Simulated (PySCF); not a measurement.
# C5H5: the cost of one run

Programs: PySCF 2.14.0, with routines of our own; each step states its level. All values are computed. Atoms count from 0.

## 1. The system as given

10 atoms, charge -1, multiplicity 1; geometry from: GFN2-xTB.

## 2. Optimising the geometry at PBE0-D3(BJ)/def2-SVP

Job settings and geometry (Å):

```
{"job": {"xc": "PBE0", "basis": "def2-SVP", "d3": "d3bj", "grid": 1, "kind": "geom"}, "charge": -1, "multiplicity": 1}
C      0.410507    -1.107854     0.094074
C     -0.925601    -0.737687    -0.047653
C     -0.981329     0.652433    -0.126645
C      0.320212     1.141684    -0.033934
C      1.180545     0.053771     0.102615
H      0.786172    -2.124339     0.182754
H     -1.775071    -1.414717    -0.089932
H     -1.882055     1.250254    -0.240217
H      0.613079     2.188254    -0.063924
H      2.262422     0.102855     0.200335
```

Launch:

```sh
> OMP_NUM_THREADS=1 python excited_run.py task.json out
```

One launch serves the whole session: the jobs run in the order shown.

Q: Estimate the wall time and peak memory of this first job on 1 thread of Arm Neoverse V2, shared host.

About 5.8 s, with a peak of 0.45 GiB.
